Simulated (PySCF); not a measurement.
Species: N-methylhydroxylamine, CH5NO.
Numbering: `[CH3:1][NH:2][OH:3]` (hydrogens: H4, H5, H6 on C1; H7 on N2; H8 on O3)

The same species was optimised twice, with GFN2-xTB and with PBE0-D3(BJ)/def2-SVP (PySCF), and the same property calculations (PySCF, gas phase) were run on both structures.

| coordinate | GFN2-xTB | PBE0-D3(BJ)/def2-SVP | change |
| --- | --- | --- | --- |
| N2–O3 (Å) | 1.433 | 1.411 | -0.022 |
| C1–H5 (Å) | 1.088 | 1.101 | +0.013 |
| C1–H4 (Å) | 1.096 | 1.107 | +0.011 |
| C1–H6 (Å) | 1.090 | 1.100 | +0.010 |
| C1–N2 (Å) | 1.452 | 1.444 | -0.008 |
| O3–H8 (Å) | 0.966 | 0.963 | -0.003 |
| N2–H7 (Å) | 1.019 | 1.020 | +0.001 |
| N2–O3–H8 (°) | 105.2 | 103.4 | -1.8 |
| N2–C1–H6 (°) | 108.3 | 109.7 | +1.4 |
| C1–N2–O3 (°) | 110.1 | 108.6 | -1.5 |
| H5–C1–H6 (°) | 109.1 | 107.9 | -1.2 |
| C1–N2–H7 (°) | 109.6 | 108.6 | -1.0 |
| N2–C1–H5 (°) | 107.5 | 108.2 | +0.7 |
| H4–C1–H6 (°) | 108.9 | 108.1 | -0.8 |
| H4–C1–H5 (°) | 109.5 | 108.9 | -0.6 |

Rotational constants: A = 40189, B = 9816, C = 8693 MHz (GFN2-xTB) against A = 40521, B = 10056, C = 8874 MHz (PBE0-D3(BJ)/def2-SVP). Atoms that the bonding makes alike are paired by their places after alignment.

On the GFN2-xTB structure: HOMO (eV) -6.65 [PBE0/pcSseg-1]; LUMO (eV) 1.58 [PBE0/pcSseg-1]; dipole (D) 0.91 [PBE0/pcSseg-1]; GIAO shielding of C1 (ppm) 142.3 [PBE0/pcSseg-1]; GIAO shielding of N2 (ppm) 119.1 [PBE0/pcSseg-1]; GIAO shielding of O3 (ppm) 205.2 [PBE0/pcSseg-1].

Problem. What do these properties become on the PBE0-D3(BJ)/def2-SVP structure?

Solution. 
```tsv
property	level	on GFN2-xTB	on PBE0-D3(BJ)/def2-SVP	change
HOMO (eV)	PBE0/pcSseg-1	-6.65	-6.79	-0.14
LUMO (eV)	PBE0/pcSseg-1	1.58	1.61	+0.03
dipole (D)	PBE0/pcSseg-1	0.91	0.68	-0.23
energy, GFN2-xTB geometry as zero (kcal/mol)	PBE0/pcSseg-1	0.0	-0.8	-0.8
GIAO shielding of C1 (ppm)	PBE0/pcSseg-1	142.3	142.0	-0.3
GIAO shielding of N2 (ppm)	PBE0/pcSseg-1	119.1	129.0	+9.9
GIAO shielding of O3 (ppm)	PBE0/pcSseg-1	205.2	219.9	+14.7
```

The heavy atoms differ by 0.019 Å rms after alignment. Among all bonds N2–O3 changes most (-0.022 Å). Changes are differences of the printed values. Neither structure is proved a minimum here.

The values belong to the conformer `[CH3:1][NH:2][OH:3]`: H–O3–N2–C1 120°.
